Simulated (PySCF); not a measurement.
Cartesian coordinates in Å; atom numbers follow the order of the lines, from 1:
```xyz
5

Si   -0.0497    0.0000   -0.0351
F    -0.0290   -0.0148    1.5761
F     1.4786    0.0109   -0.5454
H    -0.7049    1.2483   -0.4854
H    -0.6950   -1.2444   -0.5102
```

Geometry: PBE0-D3(BJ)/def2-SVP; GIAO shifts from PySCF 2.14, gas phase, non-relativistic, averaged over equivalent atoms.

At PBE0/pcSseg-1 (68 basis functions, 2.8 s wall time on 1 thread of an x86-64 server CPU, shared host):
```tsv
atoms	δ (ppm)
Si1	-14.9
F2/F3	-154.8
H4/H5	5.01
```

Shifts are taken against calculated references (same method and geometry level): 29Si (σ = 351.99 ppm), 1H (σ = 31.27 ppm) against TMS; CFCl3 for 19F (σ = 177.25 ppm).

Estimate the result of repeating the calculation with KT2/pcSseg-1.

Results:


```
atoms  δ at KT2/pcSseg-1  change
  Si1               -9.8    +5.1
F2/F3             -176.0   -21.2
H4/H5               5.19   +0.18
```

δ = σ(ref) − σ, references computed at the same level: 29Si (σref 361.05), 1H (σref 31.18) vs TMS; 19F (σref 138.57) against CFCl3.

The largest change is at F2/F3 (fluorine bonded to Si). Cost: 68 basis functions, 2.5 s wall time on 1 thread of an x86-64 server CPU, shared host.

Unscaled 19F shifts against computed CFCl3 carry errors that often reach 10 to 50 ppm.
